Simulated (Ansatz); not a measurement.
Results of HSE06 in Ansatz (plane waves, PAW) for zinc-blende MgTe (metastable phase).

Numerical settings: plane-wave cutoff 520 eV, 8×8×8 k mesh, scalar-relativistic PAW data made under PBE.

Computed at the level's own relaxed cell.

```xyz
2
Lattice="0.0000 3.2319 3.2319 3.2319 0.0000 3.2319 3.2319 3.2319 0.0000" Properties=species:S:1:pos:R:3 pbc="T T T"
Mg     0.0000     0.0000     0.0000
Te     4.8478     4.8478     4.8478
```

Question: Give the elastic tensor (Voigt notation, GPa, ions relaxed, in the Cartesian axes of the cell as printed).

Answer: 
```
   48.0    31.5    31.5     0.0     0.0     0.0
   31.5    48.0    31.5     0.0     0.0     0.0
   31.5    31.5    48.0     0.0     0.0     0.0
    0.0     0.0     0.0    18.8     0.0     0.0
    0.0     0.0     0.0     0.0    18.8     0.0
    0.0     0.0     0.0     0.0     0.0    18.8
```

Static lattice: no zero-point or thermal effects.

Ansatz is an electronic-structure program.
